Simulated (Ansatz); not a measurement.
C3H4Cl2 can be A, `ClC1(Cl)CC1`, or B, `C/C(Cl)=C\Cl`.

Isolated molecules relaxed with PBE0-D4/def2-TZVP in Ansatz; ΔE leaves out vibrations. CCSD(T)/CBS is the MP2 limit (def2-TZVPP, def2-QZVPP) plus CCSD(T) − MP2 in def2-TZVPP, frozen cores. Functionals use def2-TZVPP. B3LYP here is the variant with VWN-RPA as its local correlation; programs differ in this.

A:

Z-matrix (Å, degrees):
```
C
Cl 1 1.749
C 1 1.485 2 118.4
Cl 1 1.749 2 113.0 3 -144.7
C 1 1.485 2 118.4 3 70.6
H 3 1.082 1 117.0 2 -143.1
H 3 1.082 1 117.0 2 0.3
H 5 1.082 1 117.0 2 143.1
H 5 1.082 1 117.0 2 -0.3
```

B:

```xyz
9

C     0.839    0.511    0.615
C    -0.480    0.020    0.153
Cl   -1.816    0.442    1.175
C    -0.753   -0.694   -0.932
Cl    0.447   -1.198   -2.051
H     1.625    0.208   -0.075
H     0.831    1.602    0.692
H     1.063    0.115    1.609
H    -1.756   -1.007   -1.186
```

Problem. Which is lower in electronic energy at CCSD(T)/CBS, and by how much? (Best estimate.)

Solution. The calculation gave: B, by 52.8 kJ/mol.

Problem. Give E(B) − E(A) in kJ/mol with B3LYP, ωB97M-V, HF/def2-TZVPP, PBE-D4, B2PLYP, CCSD/def2-TZVPP, CCSD(T)/def2-TZVPP. (Best estimate.)

Solution. Ansatz gave: B3LYP -63.0, ωB97M-V -45.2, HF/def2-TZVPP -57.9, PBE-D4 -51.3, B2PLYP -57.7, CCSD/def2-TZVPP -50.6, CCSD(T)/def2-TZVPP -52.6. None reverses the order clearly.

Largest T1 diagnostic: 0.010.

From PBE to PBE0 (25 % exact exchange), in def2-TZVPP and without D4, E(B) − E(A) moves by +8.1 kJ/mol. In def2-TZVPP, CCSD(T) changes the Hartree–Fock value by +5.3 kJ/mol (the triples alone add −2.0 kJ/mol) and MP2 by +13.4 kJ/mol.
